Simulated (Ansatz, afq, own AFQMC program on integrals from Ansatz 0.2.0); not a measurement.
## NH₂O, doublet in cc-pVDZ, levels against AFQMC with the constraint released

```xyz
4

N     0.0000    0.0000    0.4825
O     0.0000    0.0000   -0.5475
H     0.0000    0.8762    0.9924
H     0.0000   -0.8762    0.9924
```

Connectivity, by distances: NH2–O.

Basis cc-pVDZ. Noble-gas cores (and the filled d shells of Ga–Kr and In–Xe) are frozen. Integrals, coupled cluster, full CI and functionals: Ansatz 0.2.0; the random walks run on the same integrals in our own AFQMC program. ph-AFQMC/CISD is guided by a CISD state made of CCSD amplitudes; releasing the constraint for a short imaginary time cuts its bias at the price of noise, slowly where states lie close. Uncertainties: one standard error, sampling alone.

Determinant: UHF, the one that the program's search chose, which needn't be the lowest solution. The geometry is a point of a scan.

No full CI on the walks' own integrals is used here. The released AFQMC energy serves as the reference, which it does only where one determinant dominates, the energy is flat over the last release times and near the phaseless one (40 meV or 2 meV an electron, half that with transition metals). On small molecules, where full CI could be run and the noise was under 10 meV, such values lay within 10 meV of it in 19 cases of 20, a flattering rate, since the rule was set on those same cases; what remains of the bias isn't in the error bar.

Cautions: the released value is read at 1.62 1/Eh with a noise of 19 meV, more than in the cases checked, later times being too noisy (meV from the phaseless value at times in 1/Eh: -4 ± 15 at 0.24, -22 ± 27 at 0.51, -47 ± 16 at 0.99, -37 ± 19 at 1.62, -30 ± 37 at 2.40).

- T1 diagnostic: 0.0107
- weight of the determinant in the CISD state: 0.912
- ⟨S²⟩ of the determinant: 0.760
- size of the correlated space: 13 electrons in 36 orbitals

| level | correlation energy (eV) |
| --- | --- |
| MP2 | -8.7506 |
| CCSD | -9.2388 |
| CCSD(T) | -9.4205 |

Problem. Estimate where phaseless AFQMC with a CISD trial lies against CCSD(T) on the same integrals.

Solution. 0.52 ± 0.41 mEh below CCSD(T). The gap is under twice the noise, so this walk alone can't tell the two apart.

Reference: AFQMC with the constraint released, correlation energy -9.472 ± 0.019 eV.

```tsv
level	E − E(reference) (mEh)	share of correlation (%)
CCSD(T)	1.87 ± 0.70	99.46
ph-AFQMC/HF	-0.62 ± 2.56	100.18
ph-AFQMC/CISD	1.36 ± 0.81	99.61
```

A walk keeps the symmetry of its determinant, which the program's search chose and which needn't be the lowest solution, so a lower state of the same spin and another symmetry isn't excluded. Released energies are given only where the last usable release times agree within the noise; a slower fall can still hide under it.
